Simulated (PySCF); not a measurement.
Input for PySCF: D3(BJ) and D4 dispersion corrections on C6H8O (a complex).

```python
from pyscf import gto
from pyscf.dispersion import dftd3, dftd4

mol = gto.M(
    atom='''
    C     1.03761269   -0.58106358   -1.20755700
    H     1.15365769   -1.10878858   -2.14414500
    C     0.73540869    0.77984542   -1.20789500
    H     0.61442969    1.30701942   -2.14405400
    C     0.58475469    1.46071942    0.00000000
    H     0.34893069    2.51599042    0.00000000
    C     0.73540869    0.77984542    1.20789500
    H     0.61442969    1.30701942    2.14405400
    C     1.03761269   -0.58106358    1.20755700
    H     1.15365769   -1.10878858    2.14414500
    C     1.18911369   -1.26112958    0.00000000
    H     1.42595169   -2.31636258    0.00000000
    O    -3.90059331   -0.39915358    0.00000000
    H    -3.73578931   -1.34387458    0.00000000
    H    -3.01329231   -0.02756258    0.00000000
    ''',
    basis='def2-svp',
    charge=0, spin=0, verbose=0, max_memory=1800)
d3, d4 = {}, {}
for xc in ['hf', 'pbe', 'blyp', 'revpbe', 'tpss', 'r2scan', 'b3lyp', 'pbe0', 'bhlyp', 'camb3lyp', 'b2plyp']:
    d3[xc] = float(dftd3.DFTD3Dispersion(mol, xc=xc, version='d3bj', atm=False).get_dispersion()['energy'])
    print(f'D3(BJ) {xc:10s} {d3[xc]:14.8f} Eh')
for xc in ['hf', 'pbe', 'blyp', 'revpbe', 'tpss', 'r2scan', 'b3lyp', 'pbe0', 'bhlyp', 'camb3lyp', 'b2plyp']:
    d4[xc] = float(dftd4.DFTD4Dispersion(mol, xc={'camb3lyp': 'cam-b3lyp'}.get(xc, xc), atm=True).get_dispersion()['energy'])
    print(f'D4     {xc:10s} {d4[xc]:14.8f} Eh')
```

Program output:

```
D3(BJ) hf            -0.09509022 Eh
D3(BJ) pbe           -0.01188252 Eh
D3(BJ) blyp          -0.02478985 Eh
D3(BJ) revpbe        -0.03017789 Eh
D3(BJ) tpss          -0.01482627 Eh
D3(BJ) r2scan        -0.00349968 Eh
D3(BJ) b3lyp         -0.02022158 Eh
D3(BJ) pbe0          -0.01021933 Eh
D3(BJ) bhlyp         -0.01560890 Eh
D3(BJ) camb3lyp      -0.00911685 Eh
D3(BJ) b2plyp        -0.00926255 Eh
D4     hf            -0.04266648 Eh
D4     pbe           -0.01134524 Eh
D4     blyp          -0.02526944 Eh
D4     revpbe        -0.03812293 Eh
D4     tpss          -0.01531239 Eh
D4     r2scan        -0.00301057 Eh
D4     b3lyp         -0.01807440 Eh
D4     pbe0          -0.00954768 Eh
D4     bhlyp         -0.01278942 Eh
D4     camb3lyp      -0.00956785 Eh
D4     b2plyp        -0.00791585 Eh
```

The run finished.

Cost: very roughly 0.04 core-seconds.
